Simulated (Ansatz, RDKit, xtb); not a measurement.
**C4H10OS: ranking a sample of isomers**

Which of a sample of isomers of C4H10OS is the most stable in the gas at 298.15 K, and what are its properties? The sample is small against all isomers, and the most stable one of this formula need not be in it.

The funnel: GFN2-xTB relaxations, single points with a density functional, relaxations at B3LYP-D3(BJ)/def2-SVP, harmonic vibrations (at GFN2-xTB), and a last energy at a higher level. All values are calculated.

**1. Possible bonding patterns**

Isomers were taken from a list of plausible structures; this is a sample, not all of them. That gives 5 candidates.

```csv
label,SMILES,spin
c233,COC[C@@H](C)S,singlet
c289,COC(C)(C)S,singlet
c310,CC[C@@H](S)OC,singlet
c516,COCCCS,singlet
c668,CO[C@@H](C)CS,singlet
```

Candidates are built by distance geometry, with a force field where one applies, in up to four conformers (letters a to d).

**Question.** With final energies at CCSD(T)/def2-SVP + MP2/def2-TZVPP - MP2/def2-SVP, which structure will this search put lowest in free energy, and by what margin?

| quantity | value |
| --- | --- |
| lowest structure found | COC(C)(C)S, singlet |
| next finalist | CC[C@@H](S)OC, singlet, 2.6 kcal/mol higher in G |
| share at equilibrium, among the finalists | 98.4 % |

The lowest structure found is `COC(C)(C)S`. The margin, 2.6 kcal/mol, is modest. With 6 minima in the window unscreened, the next finalist need not be the second lowest, and margin and share hold for the finalists alone. GFN2-xTB, r2SCAN-D4/def2-SVP, B3LYP-D3(BJ)/def2-SVP, HF/def2-SVP and MP2/def2-SVP already put its bonding pattern lowest among the structures in one piece; HF/STO-3G favours the singlet CC[C@@H](S)OC. 6 minima inside the window were never screened. The search is not exhaustive (a finite list of starts, one conformer a finalist), so a lower isomer can't be ruled out. Only 5 drawn patterns were tried, so whole families of isomers are missing, and the result ranks only the part of this sample that was screened.
